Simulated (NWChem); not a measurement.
# One shape, several levels: singlet CH5BN+

We compute a comparison of 3 runs (PBE0/def2-SVPD, PBE/def2-SVPD, MP2/def2-SVPD) of singlet CH5BN+. 

Program for the calculation: NWChem 7.3.0.

4 further runs of the same task are left out: 2 that didn't finish, 2 set aside as unsound or not needed.

### Step 1. Starting point

CH5BN+: 8 atoms, total charge +1, spin state singlet. SMILES of the parent species: `B[N]C`. The shape is that of a PBE0-D4/def2-TZVP optimisation. That shape belongs to the parent species and isn't relaxed for this state.

Bond lengths: B1–N2 1.332 Å, N2–C3 1.390 Å, B1–H4 1.210 Å, B1–H5 1.203 Å, C3–H6 1.096 Å, C3–H7 1.096 Å, C3–H8 1.102 Å. Angles: B1–N2–C3 164.6°, N2–B1–H4 118.7°, N2–B1–H5 121.1°, N2–C3–H6 112.2°, N2–C3–H7 112.2°, N2–C3–H8 109.0°, H4–B1–H5 120.3°, H6–C3–H7 109.2°, H6–C3–H8 107.0°, H7–C3–H8 107.0°.

### Step 2. The energy at PBE0/def2-SVPD (run 1)

The input, ch5bn.xyz:

```xyz
8

B     -0.373900     1.096100    -0.965000
N      0.058500     0.275600    -0.008700
C      0.339600    -0.835900     0.776800
H     -1.007800     0.632300    -1.885400
H     -0.143000     2.276400    -0.921600
H     -0.096400    -0.755000     1.778600
H      1.416200    -1.018200     0.865300
H     -0.101000    -1.728600     0.304400
```

The input, run.py:

```python
from ase.io import read
from ase.calculators.nwchem import NWChem

mol = read('ch5bn.xyz')

calc = NWChem(
    label='ch5bn',
    theory='dft',
    memory='2200 mb',
    basis='def2-SVPD',
    basispar='spherical bse',
    charge=1,
    dft={'xc': 'pbe0', 'mult': '1', 'grid': 'fine', 'convergence': 'energy 1e-08', 'iterations': '100', 'mulliken': None, 'print': 'low'},
    task='energy',
)
mol.calc = calc

print(f"energy = {mol.get_potential_energy():.6f} eV")
```

The run is started by

```
export ASE_NWCHEM_COMMAND="nwchem PREFIX.nwi > PREFIX.nwo"
python run.py
```

Standard output:

```text
energy = -3267.689989 eV
```

The calculator wrote ch5bn.nwi:

```
title "ch5bn"

permanent_dir ch5bn

scratch_dir ch5bn

start ch5bn

geometry units angstrom nocenter noautosym noautoz
  B  -3.7390000000000001e-01 1.0961000000000001e+00 -9.6499999999999997e-01
  N  5.8500000000000003e-02 2.7560000000000001e-01 -8.6999999999999994e-03
  C  3.3960000000000001e-01 -8.3589999999999998e-01 7.7680000000000005e-01
  H  -1.0078000000000000e+00 6.3229999999999997e-01 -1.8854000000000000e+00
  H  -1.4299999999999999e-01 2.2764000000000002e+00 -9.2159999999999997e-01
  H  -9.6400000000000000e-02 -7.5500000000000000e-01 1.7786000000000000e+00
  H  1.4161999999999999e+00 -1.0182000000000000e+00 8.6529999999999996e-01
  H  -1.0100000000000001e-01 -1.7285999999999999e+00 3.0440000000000000e-01
end

charge 1

memory 2200 mb

basis spherical bse noprint
   * library def2-SVPD
end

dft
  xc pbe0
  mult 1
  grid fine
  convergence energy 1e-08
  iterations 100
  mulliken
  print low
end

task dft energy
```

ch5bn.nwo:

```text
Northwest Computational Chemistry Package (NWChem) 7.3.0
             --------------------------------------------------------

           Job information
           ---------------

    nwchem branch   = 7.3.0
    use scalapack   = T
    input           = ch5bn.nwi
    prefix          = ch5bn.
    data base       = ch5bn/ch5bn.db
    status          = startup
    nproc           =        1

           Memory information
           ------------------

    heap     =     72089598 doubles =      550.0 Mbytes
    stack    =     72089595 doubles =      550.0 Mbytes
    global   =    144179200 doubles =     1100.0 Mbytes (distinct from heap & stack)
    total    =    288358393 doubles =     2200.0 Mbytes
    verify   = yes
    hardfail = no

[... 38 lines left out ...]
            Nuclear Dipole moment (a.u.)
[... 75 lines left out ...]
   convergence    iter        energy       DeltaE   RMS-Dens  Diis-err    time
[... 13 lines left out ...]
         Total DFT energy =     -120.085393145048
      One electron energy =     -281.085082554497
           Coulomb energy =      114.797531262272
    Exchange-Corr. energy =      -17.656491789975
 Nuclear repulsion energy =       63.858649937153
[... 17 lines left out ...]
     -------------------------------------------
      Total Density - Lowdin Population Analysis
     -------------------------------------------

    Atom       Charge   Shell Charges
 -----------   ------   -------------------------------------------------------
    1 B    5     4.74   1.96  0.39  0.19  0.10  1.38  0.46  0.15  0.12
    2 N    7     6.89   1.97  0.71  0.30  0.13  2.04  1.18  0.02  0.53
    3 C    6     5.76   1.96  0.44  0.19  0.11  1.81  0.86  0.09  0.29
[... 4 lines of this table left out ...]
    8 H    1     0.89   0.49  0.15  0.06  0.18

 Task  times  cpu:       15.0s     wall:       15.0s
 Total times  cpu:       15.0s     wall:       15.0s
```

Wall time 16 s (1 thread of Intel Xeon 6975P-C (Granite Rapids), shared host); peak memory 0.12 GiB.

### Step 3. The energy at PBE/def2-SVPD (run 2)

The input, calc.nw:

```
start calc
memory total 2200 mb
charge 1

geometry units angstrom noautosym nocenter noautoz
   B       -0.373900       1.096100      -0.965000
   N        0.058500       0.275600      -0.008700
   C        0.339600      -0.835900       0.776800
   H       -1.007800       0.632300      -1.885400
   H       -0.143000       2.276400      -0.921600
   H       -0.096400      -0.755000       1.778600
   H        1.416200      -1.018200       0.865300
   H       -0.101000      -1.728600       0.304400
end

basis spherical bse
   * library def2-SVPD
end

dft
   xc xpbe96 cpbe96
   grid fine
   convergence energy 1e-08
   maxiter 100
   mulliken
   noprint "final vectors analysis"
end

task dft energy
```

The run is started by

```
nwchem calc.nw > calc.out
```

Standard output:

```text
[...]
          Wavefunction type:  closed shell.
          No. of atoms     :     8
          No. of electrons :    22
[...]
          Charge           :     1
          Spin multiplicity:     1
[...]
          AO basis - number of functions:   100
[...]
              XC Information
              --------------
          PerdewBurkeErnzerhof Exchange Functional  1.000
            Perdew 1991 LDA Correlation Functional  1.000 local
           PerdewBurkeErnz. Correlation Functional  1.000 non-local
[...]
 d= 0,ls=0.0,diis     1   -119.8964077180 -1.84D+02  2.80D-02  1.44D+00     1.9
[...]
 d= 0,ls=0.0,diis    12   -120.0838718382 -1.63D-09  1.47D-07  1.37D-10    14.4
         Total DFT energy =     -120.083871838220
      One electron energy =     -281.174830879253
           Coulomb energy =      114.880027309543
    Exchange-Corr. energy =      -17.647718205663
 Nuclear repulsion energy =       63.858649937153
[...]
      Total Density - Mulliken Population Analysis
     ---------------------------------------------
    Atom       Charge   Shell Charges
 -----------   ------   -------------------------------------------------------
    1 B    5     5.70   1.98  0.94  0.31 -0.06  1.71  0.73  0.05  0.03
    2 N    7     6.98   1.99  1.10  0.45 -0.14  2.29  1.11  0.02  0.17
    3 C    6     5.32   1.98  0.96 -0.34  0.07  2.16  0.50  0.04 -0.05
    4 H    1     0.58   0.66 -0.08  0.01 -0.02
    5 H    1     0.56   0.68 -0.10  0.01 -0.03
    6 H    1     0.97   0.73  0.18  0.02  0.04
    7 H    1     0.97   0.73  0.18  0.02  0.04
    8 H    1     0.92   0.69  0.17  0.03  0.05
[...]
```

Run time: 15 s. Hardware: 1 thread of Intel Xeon 6975P-C (Granite Rapids), shared host; peak memory 0.12 GiB.

### Step 4. The energy at MP2/def2-SVPD (run 3)

The input, job.xyz:

```xyz
8
CH5BN
B     -0.373900     1.096100    -0.965000
N      0.058500     0.275600    -0.008700
C      0.339600    -0.835900     0.776800
H     -1.007800     0.632300    -1.885400
H     -0.143000     2.276400    -0.921600
H     -0.096400    -0.755000     1.778600
H      1.416200    -1.018200     0.865300
H     -0.101000    -1.728600     0.304400
```

The input, run.py:

```python
from ase.io import read
from ase.calculators.nwchem import NWChem

atoms = read('job.xyz')

calc = NWChem(
    label='job',
    theory='mp2',
    memory='2200 mb',
    basis='def2-SVPD',
    basispar='spherical bse',
    charge=1,
    scf={'nopen': '0', 'rhf': None, 'thresh': '1e-08', 'maxiter': '80'},
    mp2={'freeze': 'core 3', 'tight': None},
    task='energy',
)
atoms.calc = calc

e = atoms.get_potential_energy()
print(f"E = {e:.6f} eV")
```

The run is started by

```
export ASE_NWCHEM_COMMAND="nwchem PREFIX.nwi > PREFIX.nwo"
python run.py
```

Standard output:

```text
E = -3260.581216 eV
```

The calculator wrote job.nwi:

```
title "job"

permanent_dir job

scratch_dir job

start job

geometry units angstrom nocenter noautosym noautoz
  B  -3.7390000000000001e-01 1.0961000000000001e+00 -9.6499999999999997e-01
  N  5.8500000000000003e-02 2.7560000000000001e-01 -8.6999999999999994e-03
  C  3.3960000000000001e-01 -8.3589999999999998e-01 7.7680000000000005e-01
  H  -1.0078000000000000e+00 6.3229999999999997e-01 -1.8854000000000000e+00
  H  -1.4299999999999999e-01 2.2764000000000002e+00 -9.2159999999999997e-01
  H  -9.6400000000000000e-02 -7.5500000000000000e-01 1.7786000000000000e+00
  H  1.4161999999999999e+00 -1.0182000000000000e+00 8.6529999999999996e-01
  H  -1.0100000000000001e-01 -1.7285999999999999e+00 3.0440000000000000e-01
end

charge 1

memory 2200 mb

basis spherical bse noprint
   * library def2-SVPD
end

scf
  nopen 0
  rhf
  thresh 1e-08
  maxiter 80
end
mp2
  freeze core 3
  tight
end

task mp2 energy
```

job.nwo:

```text
Northwest Computational Chemistry Package (NWChem) 7.3.0
             --------------------------------------------------------

           Job information
           ---------------

    nwchem branch   = 7.3.0
    use scalapack   = T
    input           = job.nwi
    prefix          = job.
    data base       = job/job.db
    status          = startup
    nproc           =        1

           Memory information
           ------------------

    heap     =     72089596 doubles =      550.0 Mbytes
    stack    =     72089601 doubles =      550.0 Mbytes
    global   =    144179200 doubles =     1100.0 Mbytes (distinct from heap & stack)
    total    =    288358397 doubles =     2200.0 Mbytes
    verify   = yes
    hardfail = no

[... 138 lines left out ...]
 Convergence threshold     :          1.000E-08
[... 14 lines left out ...]
       Final RHF  results
[... 3 lines left out ...]
      One-electron energy =   -280.518994935468
[... 1 line left out ...]
 Nuclear repulsion energy =     63.858649937153
[... 29 lines left out ...]
                       ROHF Final Molecular Orbital Analysis
[... 438 lines left out ...]
          -------------------------------------------
          SCF energy                -119.443026032540
          Correlation energy          -0.381124547578
          Singlet pairs               -0.255917173872
          Triplet pairs               -0.125207373707
          Total MP2 energy          -119.824150580118
          -------------------------------------------

          ---------------------------------------------------
                    Spin Component Scaled (SCS) MP2
          Same spin pairs                     -0.083471582471
          Same spin scaling factor             0.333333333333
          Opposite spin pairs                 -0.297652965107
          Opposite spin scaling fact.          1.200000000000
          SCS-MP2 correlation energy          -0.385007418952
          Total SCS-MP2 energy              -119.828033451492
          ---------------------------------------------------

 -----------------------
 Task  times  cpu:       21.8s     wall:       21.8s
 Total times  cpu:       21.8s     wall:       21.8s
```

Run time: 23 s. Hardware: 1 thread of Intel Xeon 6975P-C (Granite Rapids), shared host; peak memory 0.23 GiB.

### Step 5. Overview of the runs

```csv
run,level,integration grid,iteration cap,energy (Eh),wall time
1,PBE0/def2-SVPD,fine,100,-120.085393,16 s
2,PBE/def2-SVPD,fine,100,-120.083872,15 s
3,MP2/def2-SVPD,–,80,-119.824151,23 s
```

### Step 6. Results

```
                                          quantity          value
                               run 3: total energy  -119.82415 Eh
        run 3: HOMO energy (Hartree–Fock orbitals)      -19.45 eV
        run 3: LUMO energy (Hartree–Fock orbitals)       -7.48 eV
      run 3: HOMO–LUMO gap (Hartree–Fock orbitals)       11.97 eV
run 3: correlation energy (3 core orbitals frozen)     -381.1 mEh
```

**Reading.** Totals of different functionals can't be ranked against each other. All runs together took 54 s, the longest 23 s.
